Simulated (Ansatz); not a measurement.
Born–Oppenheimer molecular dynamics of FH$_{5}$Si (7 atoms, charge 0, multiplicity 1). It starts at the highest image of a converged band. Of that band: Neighbouring images differ by up to 1.4 eV, so the band resolves the path poorly. A vibrational analysis at the climbing image gives 2 clearly imaginary modes (1215i, 116i cm⁻¹): a point of higher order, so a lower path passes nearby.

Method: RKS CAM-B3LYP-D4/def2-SVP in Ansatz.

```
ensemble                      : NVE (velocity Verlet)
time step                     : 0.5 fs
steps asked                   : 200
starting velocities drawn for : 100 K
seed                          : 8157
```

First frame:

```xyz
7
Properties=species:S:1:pos:R:3
Si -0.198 0.000 -0.046
H 0.053 0.000 1.664
H 1.302 0.000 -0.075
H -0.562 1.272 -0.711
H -0.562 -1.272 -0.711
F -1.874 0.000 0.893
H -0.924 0.000 1.627
```

Q: How far do the bonds stretch over the last three quarters of this one trajectory? (Pairs bonded in most of those frames.)

A: 
```csv
bond,mean (Å),spread (Å),shortest,longest
Si1–H2,1.492,0.032,1.44,1.54
Si1–H3,1.493,0.017,1.46,1.52
Si1–H4,1.486,0.004,1.48,1.50
Si1–H5,1.490,0.027,1.45,1.53
F6–H7,0.932,0.027,0.89,0.97
```

Mean temperature of the second half: 1888 K. The conserved energy stayed within 0.15 meV per atom of its start (net change 0.058 meV per atom), so the integration is sound. The kinetic energy rose, since the run started high on the potential surface and went downhill. It ends in pieces (FH + H4Si), so much of that is their flight and rotation, not heat. A run of 0.1 ps of so small a system gives no equilibrium averages. The orbitals stay closed-shell, which can raise the energy where a bond breaks towards radicals; this wasn't checked here.

Time of the run: 4 min on 1 thread of Arm Neoverse V1, with other jobs on the host, peak memory 0.11 GiB.
